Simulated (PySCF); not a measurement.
## C6H6: full NMR table

```
Formula                               : C6H6
SMILES                                : c1ccccc1
Point group of the computed structure : D6h
Degrees of unsaturation               : 4
Carbon signals                        : 1
Proton signals                        : 1
```

Atoms are numbered as in `[cH:1]1[cH:2][cH:3][cH:4][cH:5][cH:6]1`. Hydrogens are named by the atom that carries them.

PySCF calculation with NMR shieldings at B97-2/pcSseg-1/GIAO and PBE0-D3(BJ)/def2-SVP geometry; a single conformation, in vacuum, relativity neglected, equivalent nuclei averaged.

Chemical shifts δ = σref − σ; $^{1}$H (31.38 ppm) and $^{13}$C (183.69 ppm) vs TMS, all at this level.

| carbon | δC, type | δH (multiplicity) | HMBC from (2–3 bonds) | span of the C tensor (ppm) |
| --- | --- | --- | --- | --- |
| C1/C2/C3/C4/C5/C6 | 130.9, CH | 7.39 (s) | H(C1)/H(C2)/H(C3)/H(C4)/H(C5)/H(C6) | 232 |

Carbon types of the structure: 6 × CH, which accounts for all hydrogens. δC 130.9: aromatic CH; the aromatic region. δH 7.39: hydrogen on an aromatic CH; aromatic region.

Shifts are as computed, not scaled to solution data. Of 246 compounds with measured shifts, 49 miss one by over three times the rms of a fit or turn the order of signals round; such compounds aren't used in these exercises.
